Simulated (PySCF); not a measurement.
**CCl, CCSD: how much the basis matters**

PySCF, UHF reference; doublet, unpaired electrons π ↑; De to C + Cl without counterpoise correction. Frozen cores follow the default of each basis and core potential.

```tsv
basis	relativity	functions	Re (Å)	ωe (cm⁻¹)	De (eV)	frozen orbitals
pcseg-1	no relativity	32	1.680	864	3.35	6
def2-SVPD	no relativity	47	1.671	866	3.49	6
aug-pcseg-1	no relativity	50	1.680	855	3.45	6
def2-TZVPP	no relativity	73	1.652	883	3.77	6
def2-TZVPPD	no relativity	88	1.652	880	3.79	6
```

(1) How does each smaller set differ from the one with most functions, def2-TZVPPD?

Correlated steps freeze 6 core orbitals. Correlated levels converge slowly with the basis: in double zeta they bind strong bonds too weakly, by up to about 1 eV, and carry superposition errors of some tenths. The state was picked by a PBE0 search and need not be the measured ground state.

## Answers

(1) pcseg-1: +2.8 pm, -1.8 % in ωe, -0.44 eV in De; def2-SVPD: +1.9 pm, -1.6 % in ωe, -0.30 eV in De; aug-pcseg-1: +2.8 pm, -2.8 % in ωe, -0.34 eV in De; def2-TZVPP: +0.0 pm, +0.3 % in ωe, -0.02 eV in De. All at CCSD; the set with most functions is neither the basis-set limit nor always the best.
